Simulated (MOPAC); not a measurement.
Job for MOPAC: PM3 on H (SMILES [H]), 2S+1 = 2.

```
PM3 1SCF PRECISE CHARGE=0 UHF MS=0.5 THREADS=1
H

H      0.00000000 1     0.00000000 1     0.00000000 1
```

The log:

```
*******************************************************************************
 **                                                                           **
 **                              MOPAC v23.2.5                                **
 **                                                                           **
 *******************************************************************************
 ** MOPAC's Digital Object Identifier: https://doi.org/10.5281/zenodo.6511958 **
 **                                                                           **
 ** Please cite the open-source release paper for use of this MOPAC version:  **
 ** J. E. Moussa and J. J. P. Stewart (2026)                                  **
 ** MOPAC: An open-source semiempirical molecular orbital program             **
 ** J. Open Source Softw., 11(119), 8025, https://doi.org/10.21105/joss.08025 **
 *******************************************************************************

                              PM3 CALCULATION RESULTS

 *******************************************************************************
 *  PM3        - The PM3 Hamiltonian to be used
 *  UHF        - UNRESTRICTED HARTREE-FOCK CALCULATION
 *
 *
 *
 *                 CHARGE ON SYSTEM = 0
 *
 *
 *
 *  MS=        - IN MECI, MAGNETIC COMPONENT OF SPIN =  0.5
 *  PRECISE    - TIGHTER CRITERIA TO BE USED
 *  1SCF       - DO 1 SCF AND THEN STOP
 *  THREADS=1  - MULTI-THREADING NOT USED
 *  T=         - A TIME OF 172800.0 SECONDS REQUESTED
 *  DUMP=N     - RESTART FILE WRITTEN EVERY 7200.0 SECONDS REQUESTED
 *******************************************************************************
PM3 1SCF PRECISE CHARGE=0 UHF MS=0.5 THREADS=1
 H

   ATOM   CHEMICAL          X               Y               Z
  NUMBER   SYMBOL      (ANGSTROMS)     (ANGSTROMS)     (ANGSTROMS)

     1       H          0.00000000  *   0.00000000  *   0.00000000  *



          CARTESIAN COORDINATES

    NO.       ATOM           X           Y           Z

     1         H          0.0000      0.0000      0.0000

  H: (PM3): J. J. P. STEWART, J. COMP. CHEM. 10, 209 (1989).

           Empirical Formula: H  =     1 atoms



      MOLECULAR POINT GROUP   :   R3


          UHF CALCULATION, NO. OF ALPHA ELECTRONS =    1
                           NO. OF BETA  ELECTRONS =    0

 -------------------------------------------------------------------------------
 PM3 1SCF PRECISE CHARGE=0 UHF MS=0.5 THREADS=1
 H



     1SCF WAS SPECIFIED, SO BFGS WAS NOT USED
     SCF FIELD WAS ACHIEVED


                              PM3 CALCULATION
                                                       MOPAC v23.2.5 Linux




          FINAL HEAT OF FORMATION =         52.10200 KCAL/MOL =     217.99477 KJ/MOL


          COSMO AREA              =         21.24 SQUARE ANGSTROMS
          COSMO VOLUME            =          9.20 CUBIC ANGSTROMS

          IONIZATION POTENTIAL    =         13.073321 EV
          ALPHA SOMO LUMO (EV)    =        -13.073
          NO. OF ALPHA ELECTRONS  =          1
          NO. OF BETA  ELECTRONS  =          0
          MOLECULAR WEIGHT        =          1.0079         POINT GROUP:  R3


          SCF CALCULATIONS        =          1





   ATOM   CHEMICAL          X               Y               Z
  NUMBER   SYMBOL      (ANGSTROMS)     (ANGSTROMS)     (ANGSTROMS)

     1       H          0.00000000  *   0.00000000  *   0.00000000  *

                             CARTESIAN COORDINATES

   1    H        0.000000000     0.000000000     0.000000000


           Empirical Formula: H  =     1 atoms



      MOLECULAR POINT GROUP   :   R3


          ALPHA EIGENVALUES
 -13.07332


           BETA EIGENVALUES
   1.72089


              NET ATOMIC CHARGES AND DIPOLE CONTRIBUTIONS

  ATOM NO.   TYPE          CHARGE      No. of ELECS.   s-Pop
    1          H           0.000000        1.0000     1.00000
 DIPOLE           X         Y         Z       TOTAL
 POINT-CHG.     0.000     0.000     0.000     0.000
 HYBRID         0.000     0.000     0.000     0.000
 SUM            0.000     0.000     0.000     0.000


          ATOMIC ORBITAL ELECTRON POPULATIONS

     Atom    s
    1  H   1.00000


                    (SZ)    =    0.500000
                    (S**2)  =    0.750000


          ATOMIC ORBITAL SPIN POPULATIONS

    Atom   Total    s
         Atomic
    1  H  1.0000  1.000

 **********************
 *                    *
 * JOB ENDED NORMALLY *
 *                    *
 **********************




 == MOPAC DONE ==
```

The run finished.

Cost: around 0.03 core-seconds (rough).
